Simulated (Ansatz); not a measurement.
**SiC+ (quartet): wave-function methods side by side, cc-pVTZ**

Aim: climb from Hartree-Fock through coupled cluster and multireference methods for SiC+ (quartet) at one geometry and basis, and see what each rung misses.

Computed with Ansatz 0.2.0, Gaussian basis. Level: cc-pVTZ, core rule «outside noble gas», up to 6 orbitals frozen.

The runs, in order: UHF; CCSD(T) on ROHF; CCSD(T) on UHF; BCCD(T) on ROHF; CISD; CCSDT(Q) on ROHF; CCSDT(Q) on UHF; CASSCF and MRCISD+Q, 7 electrons in 8 orbitals; CASSCF and NEVPT2, 7 electrons in 8 orbitals.

18 further runs of the same task are left out: 8 that didn't finish, 10 set aside as unsound or not needed.

## Step 1: What is computed

The geometry is a PBE0/def2-TZVP stationary point (not a proven minimum) of the parent state, kept for this charge and spin.

2 atoms, charge 1, spin multiplicity 4.

Atoms are counted from 1 here; the program's logs count them from 0.

Bond lengths: Si1–C2 1.710 Å.

## Step 2: UHF

File in.yaml:

```yaml
crystal:
  periodic: [false, false, false]
  atoms:
    - {symbol: Si, position_ang: [0.000000, 0.000000, 0.000000]}
    - {symbol: C, position_ang: [0.000000, 0.000000, 1.709998]}
basis:
  gaussian: {orbitals: cc-pVTZ}
total_charge: 1
magnetization: {spin_polarized: true, initial_magnetization: 3}
hamiltonian: {xc: hf}
output: {orbitals: {seedname: orbitals}}
```

Started as:

```
$ ansatz run in.yaml --threads 1 --pin off --events-out ev --progress --plain --max-ram 2393MiB
```

The runs that follow: CCSD(T) on ROHF; CCSD(T) on UHF; BCCD(T) on ROHF; CISD; CCSDT(Q) on ROHF; CCSDT(Q) on UHF; CASSCF and MRCISD+Q, 7 electrons in 8 orbitals; CASSCF and NEVPT2, 7 electrons in 8 orbitals.

**Question.** What will the summary of the whole plan be? Wanted: UCCSDT(Q) below the RHF energy; RMP2 from UCCSDT(Q); UMP2 from UCCSDT(Q); RCCSD from UCCSDT(Q); RCCSD(T) from UCCSDT(Q); UCCSD(T) from UCCSDT(Q); RCCSDT(Q) from UCCSDT(Q); NEVPT2 valence from UCCSDT(Q); MRCISD+Q valence from UCCSDT(Q).

The runs gave:

```
                         quantity                      value
   UCCSDT(Q) below the RHF energy                 -4.8342 eV
              RMP2 from UCCSDT(Q)            +26.42 kcal/mol
              UMP2 from UCCSDT(Q)            +26.40 kcal/mol
             RCCSD from UCCSDT(Q)             +6.34 kcal/mol
          RCCSD(T) from UCCSDT(Q)             +1.50 kcal/mol
          UCCSD(T) from UCCSDT(Q)             +1.47 kcal/mol
         RCCSDT(Q) from UCCSDT(Q)             +0.06 kcal/mol
    NEVPT2 valence from UCCSDT(Q)            +15.80 kcal/mol
  MRCISD+Q valence from UCCSDT(Q)             +1.22 kcal/mol
levels within 1 kcal/mol (43 meV)  RCCSDT, UCCSDT, RCCSDT(Q)
                    T1 diagnostic                      0.049
   effectively unpaired electrons                       3.06
```

What this shows: RCCSD(T) lands +1.50 kcal/mol from the yardstick (1.3 % of the correlation energy). The occupations are near whole numbers, but T1 = 0.049 shows that the orbitals relax strongly. Of the multireference levels listed MRCISD+Q valence comes nearest in total energy (+1.22 kcal/mol), which doesn't show that its space is the better one. These misses are within one basis, not against nature; the frozen cores of restricted and unrestricted runs differ, which can shift their rows.
